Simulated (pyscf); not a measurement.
# Routes from silyl (SiH₃•) + methane (CH₄)

Candidate steps break at most two bonds and form at most two. Each was searched with GFN2-xTB (tblite) first. Structures and frequencies: ωB97X-D3(BJ)/def2-SVP in PySCF. Correlated levels are frozen-core, on RHF or UHF. ΔMP2 is the change of the MP2 total energy from the triple- to the quadruple-zeta basis. Energies: CCSD(T)/def2-TZVPP + ΔMP2(QZVPP), kcal/mol, from the separated reactants, doublet surface.

```csv
products,type,ΔE‡,ΔE,ΔG‡ 298 K,ΔG‡ 900 K,ν‡ (cm⁻¹)
SiH₄ + CH₃•,hydrogen abstraction,24.8,+15.7,29.1,43.5,987i
H₃C–SiH₃ + H•,substitution at C,48.4,+19.7,54.3,71.2,1494i
```

Plain bond fissions and candidates not yet searched are not listed, and one of them may be faster. Each barrier is that of the saddle found; lower ones may exist. The CCSD(T) − MP2 part came from Ansatz, without density fitting, on the same reference.
